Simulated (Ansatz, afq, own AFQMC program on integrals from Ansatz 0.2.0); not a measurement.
**HfCl, quartet in def2-SVP, levels against CCSDT(Q)**

```xyz
2

Hf    0.0000    0.0000    0.0000
Cl    0.0000    0.0000    2.3043
```

Basis def2-SVP with its core potentials. Only valence electrons are correlated. AFQMC by an in-house program on the Cholesky factors that Ansatz 0.2.0 writes for its CCSD(T) run. ph-AFQMC/CISD is guided by a CISD state made of CCSD amplitudes; releasing the constraint for a short imaginary time cuts its bias at the price of noise, slowly where states lie close. Error bars are statistical, one sigma. No spin–orbit coupling. The metal's outer-core s and p shells are frozen, which shifts wave-function levels against functionals.

Determinant: UHF, the one that the program's search chose, which needn't be the lowest solution. The geometry is a PBE0/def2-TZVP stationary point of this or a neighbouring charge and spin state.

No full CI on the walks' own integrals is used here; CCSDT(Q) serves as the reference and is uncertain by about the last step of the cluster series.

Cautions: no spin-orbit coupling; outer-core shells of the metal frozen; another spin lies lower (by 951 meV).

* T1 diagnostic: 0.0261
* weight of the determinant in the CISD state: 0.907
* ⟨S²⟩ of the determinant: 3.756
* size of the correlated space: 11 electrons in 41 orbitals

Reference: CCSDT(Q), correlation energy -5.105 eV. The released energy is read at 3.00 1/Eh, later times being too noisy (meV from the phaseless value at times in 1/Eh: -7.0 ± 1.6 at 0.60, -2.7 ± 2.1 at 1.20, -6 ± 3 at 2.00, -8 ± 4 at 3.00, -1 ± 14 at 4.20).

| level | E − E(reference) (kJ/mol) | share of correlation (%) |
| --- | --- | --- |
| HF | 492.6 | 0.00 |
| MP2 | 57.1 | 88.40 |
| CCSD | 14.0 | 97.16 |
| CCSD(T) | 2.3 | 99.53 |
| CCSDT | 1.0 | 99.80 |
| ph-AFQMC/CISD | 0.9 ± 0.2 | 99.81 |
| released AFQMC | 0.1 ± 0.4 | 99.97 |

Released energies are given only where the last usable release times agree within the noise; a slower fall can still hide under it.
